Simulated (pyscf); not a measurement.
PySCF, gas phase, ωB97X-D3(BJ)/def2-SVP geometries.

Task: H₃Si–GeH₂–PH₂ (SMILES [SiH3][GeH2][PH2]) + H₂ (SMILES [H][H]) → H₂P–GeH₃ (SMILES [PH2][GeH3]) + SiH₄ (SMILES [SiH4])
Surface: singlet. Broken: Ge–Si, H–H. Formed: Ge–H, H–Si. Give ΔE‡ and ΔE from ωB97M-D3(BJ)/def2-TZVP, relative to the separated reactants.

Result: ΔE‡ = 66.3 kcal/mol, ΔE = -1.4 kcal/mol. Zero-point energy shifts the barrier by +2.8 kcal/mol. It is a four-centre exchange, with an imaginary mode of 1335i cm⁻¹. One saddle was located; it need not be the lowest between these sides. Elements up to Kr have no core potential and no relativistic terms here.
